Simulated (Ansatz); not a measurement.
Geometry optimisation, RKS CAM-B3LYP/6-31G* (Ansatz 0.2.0).

Input:

```yaml
crystal:
  periodic: [false, false, false]
  atoms:
    - { symbol: Si, position_ang: [-0.120302, 0.184219, -0.178048] }
    - { symbol: H, position_ang: [-0.192554, 0.087124, 1.290253] }
    - { symbol: H, position_ang: [1.273805, 0.375513, -0.611164] }
    - { symbol: O, position_ang: [-0.930534, 1.53658, -0.706245] }
    - { symbol: H, position_ang: [-1.885514, 1.549362, -0.571145] }
    - { symbol: H, position_ang: [-0.73655, -1.043863, -0.74408] }
    - { symbol: O, position_ang: [1.269681, -1.981252, 1.117859] }
    - { symbol: H, position_ang: [0.689444, -2.749495, 1.021355] }
    - { symbol: H, position_ang: [0.810023, -1.411387, 1.776816] }
basis:
  gaussian: { orbitals: "6-31G*" }
hamiltonian:
  xc: cam_b3lyp
relax:
  f_tol: 0.03
  max_steps: 50
```

Launched with:

```bash
$ ansatz run input.yaml --threads 2 --pin off --max-ram 3072MiB --backend cpu --events-out ev --progress --plain --runs-dir out
```

**Question.** Where does it end, and by what steps?

**Answer.** The forces met the threshold. The force dipped under the threshold on the way, but the program's further checks kept it going. After 11 steps the energy has fallen by 0.075 eV; H9 moved furthest, 0.57 Å.

| step | energy less start (eV) | largest force component (eV/Å) | accepted |
| --- | --- | --- | --- |
| 0 | 0.0000 | 0.630 | yes |
| 1 | -0.0414 | 0.745 | yes |
| 2 | -0.0265 | 0.794 | no |
| 3 | -0.0587 | 0.425 | yes |
| 4 | -0.0687 | 0.146 | yes |
| 5 | -0.0739 | 0.033 | yes |
| 6 | -0.0725 | 0.277 | no |
| 7 | -0.0744 | 0.030 | yes |
| 8 | -0.0744 | 0.030 | no |
| 9 | -0.0744 | 0.010 | yes |
| 10 | -0.0745 | 0.041 | yes |
| 11 | -0.0748 | 0.007 | yes |

```xyz
9
Properties=species:S:1:pos:R:3
Si -0.172 0.222 -0.138
H -0.379 0.253 1.337
H 1.246 0.385 -0.497
O -0.931 1.530 -0.842
H -1.886 1.585 -0.723
H -0.750 -1.043 -0.666
O 1.230 -1.969 1.018
H 0.579 -2.682 0.950
H 1.240 -1.736 1.957
```

Whether the end is a true minimum wasn't checked by a vibrational analysis.

Time of the run: 17 s on 2 threads of AMD EPYC 7R43 64-Core Processor (Zen 3), on a shared host, peak memory 0.13 GiB.
